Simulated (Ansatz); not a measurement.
A CCSD(T) single point on the Li atom.

```yaml
crystal:
  periodic: [false, false, false]
  atoms:
    - {symbol: Li, position_ang: [0.000000, 0.000000, 0.000000]}
basis:
  gaussian: {orbitals: def2-TZVPP}
magnetization: {spin_polarized: true, initial_magnetization: 1}
correlation: {method: ccsd_t}
scf: {omitted_lower_state_checks: [cluster_reference]}
output: {orbitals: {seedname: orbitals}}
```

```sh
$ ansatz run in.yaml --threads 2 --pin off --events-out ev --progress --plain
```

The program prints (abridged):

```
Functional definition: HF
94 factors; integrals over basis functions are off by at most 1.7e-4 eV
mean field evaluation 1: about -202.2338 eV, gradient 6.3e-1 eV
mean field evaluation 2: about -202.2338 eV, gradient 6.3e-1 eV
mean field evaluation 4: about -202.2534 eV, gradient 5.1e-3 eV
mean field evaluation 8: about -202.2534 eV, gradient 7.2e-6 eV
mean field -202.25339634 eV, -7.4326752232 hartree, gradient 7.2e-6 eV, S^2 0.750016; 0 other end points of the search recorded, 0 dependent functions left out
reference -202.25339634 eV, -7.4326752232 hartree; 2, 1 occupied and 17, 18 virtual orbitals, 94 factors
second order -0.84139757 eV of doubles, -0.00000000 eV of singles
cycle   1  -0.94520656 eV  change   -1.0e-1 eV  update   7.5e-3
cycle   2  -0.96291865 eV  change   -1.8e-2 eV  update   2.0e-3
cycle   3  -0.96208489 eV  change    8.3e-4 eV  update   6.9e-4
cycle   4  -0.96217857 eV  change   -9.4e-5 eV  update   8.5e-5
cycle   5  -0.96218140 eV  change   -2.8e-6 eV  update   7.1e-6
cycle   6  -0.96218064 eV  change    7.6e-7 eV  update   1.5e-6
perturbative correction -0.00046389 eV, -0.0000170477 hartree
Total energy: -203.21604087 eV, -7.4680517571 hartree
Checks for a lower state left out: cluster_reference
```

Run time 0.2 s (2 threads of a server CPU on a shared host); peak host memory 0.08 GiB.

Correlation energy per correlated electron: -0.321 eV. T1 diagnostic: 0.0024.
